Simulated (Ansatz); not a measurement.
**CHOSi+ (triplet): wave-function methods side by side, def2-TZVPP**

The task here is to estimate one member of a computed series from the others.

Computed with Ansatz 0.2.0, Gaussian basis. Level: def2-TZVPP, core rule «outside noble gas», up to 7 orbitals frozen.

To be run: UHF; ROHF; CCSD(T) on UHF.

## The system

The geometry is a PBE0/def2-TZVP stationary point (not a proven minimum) of the parent state, kept for this charge and spin.

4 atoms, charge 1, spin multiplicity 3.

Atoms are counted from 1 here; the program's logs count them from 0.

Bond lengths: C1–O2 1.268 Å, O2–Si3 1.699 Å, Si3–H4 1.496 Å. Angles: C1–O2–Si3 139.4°, O2–Si3–H4 117.6°.

Set-up of the first run:

The input, in.yaml:

```yaml
crystal:
  periodic: [false, false, false]
  atoms:
    - {symbol: C, position_ang: [0.000000, 0.333035, 1.722367]}
    - {symbol: O, position_ang: [0.000000, -0.312160, 0.630489]}
    - {symbol: Si, position_ang: [0.000000, -0.015246, -1.042169]}
    - {symbol: H, position_ang: [0.000000, 1.411369, -1.492570]}
basis:
  gaussian: {orbitals: def2-TZVPP}
total_charge: 1
magnetization: {spin_polarized: true, initial_magnetization: 2}
hamiltonian: {xc: hf}
output: {orbitals: {seedname: orbitals}}
```

On the command line:

```console
$ ansatz run in.yaml --threads 1 --pin off --events-out ev --progress --plain --max-ram 4096MiB --backend cpu
```

Among the steps run: UHF; ROHF; CCSD(T) on UHF.

One of the session's tables, all rows but one given; the rest of the session is left out.

It belongs to the step «Misses and costs». 

```
  method  from UCCSD(T) (meV)
    ROHF             +12530.4
     UHF                    ?
    UMP2              +1254.2
   UCCSD               +605.2
UCCSD(T)                    0
```

**Question.** Estimate the row for UHF.

As computed: from UCCSD(T) (meV): +12453.2. In the column «from UCCSD(T) (meV)» it lies between UMP2 (+1254.2) and ROHF (+12530.4).
